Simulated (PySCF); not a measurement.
# C₂H₆N₂: electronic structure in real space

For C₂H₆N₂, the scripts below localise its valence orbitals, pull one bond apart with RHF, UHF and CASSCF and measure its response to a uniform field.

Computed with PySCF 2.14.0. Level: levels as typed in each script, gas phase, geometry from GFN2-xTB.

**1. The system as given**

SMILES `CN=NC`, 10 atoms, charge 0, spin multiplicity 1.

Bond lengths: C1–N2 1.432 Å, C1–H5 1.091 Å, C1–H6 1.091 Å, C1–H7 1.095 Å, N2–N3 1.245 Å, N3–C4 1.432 Å, C4–H8 1.091 Å, C4–H9 1.091 Å, C4–H10 1.095 Å. Angles: N2–C1–H5 107.7°, N2–C1–H6 107.6°, N2–C1–H7 112.9°, H5–C1–H6 107.6°, H5–C1–H7 110.1°, H6–C1–H7 110.7°, C1–N2–N3 114.8°, N2–N3–C4 114.8°, N3–C4–H8 107.7°, N3–C4–H9 107.6°, N3–C4–H10 112.9°, H8–C4–H9 107.6°, H8–C4–H10 110.1°, H9–C4–H10 110.7°.

Geometry (Å):

```xyz
10

C     1.7830    0.0696   -0.0003
N     0.4437   -0.4366   -0.0005
N    -0.4437    0.4366   -0.0005
C    -1.7830   -0.0696   -0.0003
H     2.2879   -0.3306    0.8798
H     2.2879   -0.3306   -0.8806
H     1.8257    1.1636    0.0061
H    -2.2879    0.3306    0.8798
H    -2.2879    0.3306   -0.8806
H    -1.8257   -1.1636    0.0061
```

**2. Localised orbitals (M06-2X/6-31g*)**

File input.py:

```python
import numpy as np
from pyscf import gto, scf, dft, lo
from pyscf.data.elements import chemcore

def solve(mol, dm0=None, hcore=None):
    mf = (dft.UKS if mol.spin else dft.RKS)(mol, xc='m062x')
    mf.grids.level = 3
    mf = mf.density_fit(auxbasis='def2-universal-jkfit')
    mf.conv_tol, mf.max_cycle = 1e-8, 80
    if hcore is not None:
        mf.get_hcore = lambda *args: hcore
    mf.kernel(dm0)
    if not mf.converged:
        mf = mf.newton().run(mf.mo_coeff, mf.mo_occ, max_cycle=30)
    assert mf.converged, 'SCF not converged'
    return mf

mol = gto.M(atom='''
C      1.78300     0.06958    -0.00027
N      0.44367    -0.43663    -0.00051
N     -0.44367     0.43663    -0.00051
C     -1.78300    -0.06958    -0.00027
H      2.28788    -0.33059     0.87975
H      2.28788    -0.33059    -0.88058
H      1.82571     1.16355     0.00606
H     -2.28788     0.33059     0.87975
H     -2.28788     0.33059    -0.88058
H     -1.82571    -1.16355     0.00606
''', basis='6-31g*', charge=0, spin=0, verbose=4)
mf = solve(mol)
occ_all = mf.mo_coeff[:, mf.mo_occ > 0]
occ = occ_all[:, chemcore(mol):]
pm = lo.PM(mol, occ, pop_method='meta_lowdin')
loc = pm.kernel()
for _ in range(5):
    new, stable = pm.stability_jacobi(return_status=True)
    if stable:
        break
    loc = pm.kernel(new)
fock, s = mf.get_fock(), mf.get_ovlp()
ortho = lo.orth_ao(mol, 'meta_lowdin')
labels = mol.ao_labels(fmt=None)
vir = loc[:, :0]
both = np.hstack([loc, vir])
p = (ortho.T @ s @ both) ** 2
pop = np.array([p[[l[0] == a for l in labels]].sum(0) for a in range(mol.natm)])
spd = np.array([[p[[l[0] == a and l[2][-1] == k for l in labels]].sum(0) for k in 'spd'] for a in range(mol.natm)])
eps = np.einsum('pi,pq,qi->i', both, fock, both)
for i in np.argsort(eps):
    top = np.argsort(-pop[:, i])[:3]
    print('%3d %s %9.4f Eh ' % (i + 1, 'occ' if i < loc.shape[1] else 'vir', eps[i]), '  '.join('%s%d %.3f' % (mol.atom_symbol(a), a + 1, pop[a, i]) for a in top))
np.savez('result.npz', c=both, nocc=loc.shape[1], pop=pop, spd=spd, eps=eps, e=mf.e_tot)
```

Command:

```console
> OMP_NUM_THREADS=1 python input.py
```

**4. Stretching a bond (def2-svp)**

File input.py:

```python
import numpy as np
from pyscf import gto, scf, mcscf

mol = gto.M(atom='''
C      1.78300     0.06958    -0.00027
N      0.44367    -0.43663    -0.00051
N     -0.44367     0.43663    -0.00051
C     -1.78300    -0.06958    -0.00027
H      2.28788    -0.33059     0.87975
H      2.28788    -0.33059    -0.88058
H      1.82571     1.16355     0.00606
H     -2.28788     0.33059     0.87975
H     -2.28788     0.33059    -0.88058
H     -1.82571    -1.16355     0.00606
''', basis='def2-svp', charge=0, spin=0, verbose=4)
# stretch the bond between atoms 2 and 3, from long to short, fragments rigid
a, b, move = 1, 2, [2, 3, 7, 8, 9]
xyz = mol.atom_coords(unit='Angstrom')
u = xyz[b] - xyz[a]
r0 = np.linalg.norm(u)
rows, last, dm_u = [], None, None
for r in [3.5, 2.75, 2.25, 1.94, 1.69, 1.5, 1.37, 1.25, 1.15]:
    new = xyz.copy()
    new[move] += u / r0 * (r - r0)
    m = mol.set_geom_(new, unit='Angstrom', inplace=False)
    rhf = scf.RHF(m).density_fit(auxbasis='def2-universal-jkfit').run()
    uhf = scf.UHF(m).density_fit(auxbasis='def2-universal-jkfit').newton()
    if dm_u is None:
        c = rhf.mo_coeff
        h = m.nelectron // 2 - 1
        ca, cb = c.copy(), c.copy()
        ca[:, h], cb[:, h] = (c[:, h] + c[:, h + 1]) / 2**.5, (c[:, h] - c[:, h + 1]) / 2**.5
        dm_u = np.array([x[:, :h + 1] @ x[:, :h + 1].T for x in (ca, cb)])
    uhf.kernel(dm0=dm_u)
    for _ in range(3):
        c, _, stable, _ = uhf.stability(return_status=True)
        if stable:
            break
        uhf.kernel(c, uhf.mo_occ)
    dm_u = uhf.make_rdm1()
    mc = mcscf.CASSCF(rhf, 4, 4)
    mc.natorb = True
    mc.fix_spin_(ss=0)
    guess = mcscf.addons.make_natural_orbitals(uhf)[1] if last is None else mcscf.project_init_guess(mc, last.mo_coeff, last.mol)
    mc.kernel(guess)
    last = mc
    act = slice(mc.ncore, mc.ncore + mc.ncas)
    print('r %.3f  RHF %.6f  UHF %.6f  <S^2> %.3f  CASSCF %.6f  occupations' % (r, rhf.e_tot, uhf.e_tot, uhf.spin_square()[0], mc.e_tot), mc.mo_occ[act].round(4))
    rows.append((new, rhf.e_tot, uhf.e_tot, uhf.spin_square()[0], mc.e_tot, mc.mo_occ[act], mc.mo_coeff[:, act], dm_u[0] - dm_u[1], rhf.converged and uhf.converged and mc.converged))
    np.savez('result.npz', **{k: [row[i] for row in rows] for i, k in enumerate('xyz rhf uhf s2 cas occ c spin ok'.split())})
```

**6. Response to an electric field (r2SCAN/def2-svp)**

File input.py:

```python
import numpy as np
from pyscf import gto, scf, dft
from pyscf.scf import atom_ks, atom_hf
from scipy.linalg import block_diag

def solve(mol, dm0=None, hcore=None):
    mf = (dft.UKS if mol.spin else dft.RKS)(mol, xc='r2scan')
    mf.grids.level = 3
    mf = mf.density_fit(auxbasis='def2-universal-jkfit')
    mf.conv_tol, mf.max_cycle = 1e-8, 80
    if hcore is not None:
        mf.get_hcore = lambda *args: hcore
    mf.kernel(dm0)
    if not mf.converged:
        mf = mf.newton().run(mf.mo_coeff, mf.mo_occ, max_cycle=30)
    assert mf.converged, 'SCF not converged'
    return mf

mol = gto.M(atom='''
C      1.78300     0.06958    -0.00027
N      0.44367    -0.43663    -0.00051
N     -0.44367     0.43663    -0.00051
C     -1.78300    -0.06958    -0.00027
H      2.28788    -0.33059     0.87975
H      2.28788    -0.33059    -0.88058
H      1.82571     1.16355     0.00606
H     -2.28788     0.33059     0.87975
H     -2.28788     0.33059    -0.88058
H     -1.82571    -1.16355     0.00606
''', basis='def2-svp', charge=0, spin=0, verbose=4)
field = np.array([-0.0, -0.0, -0.008])  # atomic units
mol.set_common_orig(mol.atom_charges() @ mol.atom_coords() / mol.atom_charges().sum())
mf = solve(mol)
out = dict(dm0=mf.make_rdm1(), d0=mf.dip_moment(unit='AU'), e0=mf.e_tot)
for name, sign in (('p', 1), ('m', -1)):
    h = mf.get_hcore() + sign * np.einsum('x,xij->ij', field, mol.intor('int1e_r'))
    mi = solve(mol, mf.make_rdm1(), h)
    out.update({'dm' + name: mi.make_rdm1(), 'd' + name: mi.dip_moment(unit='AU'), 'e' + name: mi.e_tot})
# spherically averaged free atoms, for the promolecule
atm = atom_ks.get_atm_nrks(mol, xc='r2scan')
pro = block_diag(*[(atm[a[0]][2] * atm[a[0]][3]) @ atm[a[0]][2].T for a in mol._atom])
np.savez('result.npz', pro=pro, **out)
```

(Steps that only read results are left out.)

**Question.** What will these runs give? Wanted: polarisability along the field.

As calculated:

```
                                                quantity            value
localised occupied orbitals above −45 eV (M06-2X/6-31g*)               12
 cost of the stretch to 3.5 Å, CASSCF and RHF (def2-svp)  4.4 and 15.3 eV
        polarisability along the field (r2SCAN/def2-svp)       27.4 bohr³
```

**Reading.** RHF rises too steeply at long distance, since it keeps both electrons in one orbital and so mixes in ionic fragments. The geometry was not optimised at these levels.
